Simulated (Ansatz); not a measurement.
System: diamond-structure Si. Method: HSE06 (Ansatz, a program for electronic structure, plane waves, PAW).

Settings: plane-wave cutoff 520 eV, 8×8×8 k mesh, finite displacements, scalar-relativistic PAW data made under PBE.

The cell has the measured lattice parameters. Conventional cell: a = 5.4300 Å, b = 5.4300 Å, c = 5.4300 Å, α = 90.00°, β = 90.00°, γ = 90.00°.

```cif
data_Si2
_chemical_formula_sum 'Si2'
_space_group_name_H-M_alt 'P 1'
_space_group_IT_number 1
_cell_length_a 3.83959
_cell_length_b 3.83959
_cell_length_c 3.83959
_cell_angle_alpha 60.000
_cell_angle_beta 60.000
_cell_angle_gamma 60.000
loop_
_space_group_symop_operation_xyz
  'x, y, z'
loop_
_atom_site_label
_atom_site_type_symbol
_atom_site_fract_x
_atom_site_fract_y
_atom_site_fract_z
_atom_site_occupancy
Si1 Si 0.50000 0.50000 0.50000 1
Si2 Si 0.75000 0.75000 0.75000 1
```

Harmonic phonon frequencies (cm⁻¹; i marks an imaginary mode):

```tsv
q point	frequencies
Γ	___
X	154 154 423 423 473 473
L	___
```

Question: Fill in the missing entries.

Answer: 
- Γ, frequencies: 0 0 0 531 531 531
- L, frequencies: 116 116 388 423 504 504

Measured, for comparison: zone-centre TO phonon frequency 525 cm⁻¹ (low temperature, zero-point motion not removed; as tabulated in Tanner et al. (2021), arXiv:2110.11888). Computed (rounded) less measured: zone-centre TO phonon frequency +1 %.

No imaginary mode appears at these points.

Note: the cell isn't this level's own, so it is under some stress, which shifts stiffness and frequencies.
